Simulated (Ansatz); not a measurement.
```yaml
crystal:
  periodic: [false, false, false]
  atoms:
    - {symbol: C, position_ang: [-0.553022, -0.437856, 1.782217]}
    - {symbol: C, position_ang: [-0.017496, -0.222950, 0.713886]}
    - {symbol: C, position_ang: [0.609629, 0.012999, -0.487788]}
    - {symbol: C, position_ang: [-0.069136, 0.524024, -1.597073]}
    - {symbol: N, position_ang: [-0.609061, 0.946839, -2.530781]}
    - {symbol: H, position_ang: [-1.028925, -0.624023, 2.716515]}
    - {symbol: H, position_ang: [1.668011, -0.199034, -0.596975]}
basis:
  gaussian: {orbitals: cc-pVDZ}
magnetization: {spin_polarized: true, initial_magnetization: 1}
hamiltonian: {xc: {name: rPW86-PBE}, dispersion: d3bj}
output: {forces: true}
```

```sh
$ ansatz run in.yaml --threads 2 --pin off --events-out ev --progress --plain --max-ram 22528MiB --backend cpu
```

It prints (some lines left out):

```
Functional definition: rPW86-PBE
1034 factors; their error is unknown
mean field evaluation 1: about -5672.8159 eV, gradient 3.6e1 eV
mean field evaluation 2: about -5666.1643 eV, gradient 5.2e1 eV
mean field evaluation 4: about -5679.6293 eV, gradient 3.5e0 eV
mean field evaluation 8: about -5679.6944 eV, gradient 8.2e-2 eV
mean field evaluation 16: about -5679.6668 eV, gradient 4.3e-4 eV
mean field -5679.66684536 eV, -208.7239067504 hartree, gradient 6.7e-5 eV, S^2 0.761813; 0 other end points of the search recorded, 0 dependent functions left out
reference -5679.66692271 eV, -208.7239095930 hartree; 17, 16 occupied and 63, 64 virtual orbitals, 1034 factors
Total energy: -5679.79943277 eV, -208.7287792479 hartree
Atom 0 at    -0.553022    -0.437856     1.782217 Å, force    -0.739582    -0.299781     1.484867 eV/Å
Atom 1 at    -0.017496    -0.222950     0.713886 Å, force     0.665025     0.243690    -1.253822 eV/Å
Atom 2 at     0.609629     0.012999    -0.487788 Å, force     0.036169     0.016210    -0.077477 eV/Å
Atom 3 at    -0.069136     0.524024    -1.597073 Å, force     1.059975    -0.800602     1.740377 eV/Å
Atom 4 at    -0.609061     0.946839    -2.530781 Å, force    -1.322235     1.025480    -2.255236 eV/Å
Atom 5 at    -1.028925    -0.624023     2.716515 Å, force    -0.210102    -0.079867     0.405142 eV/Å
Atom 6 at     1.668011    -0.199034    -0.596975 Å, force     0.510750    -0.105130    -0.043851 eV/Å
Dipole moment:     0.251577    -0.262411     0.640708 e Å
```

Hardware: 2 threads of an AMD EPYC 7R13 on a shared host. Wall time 2.4 s, peak host memory 0.36 GiB.
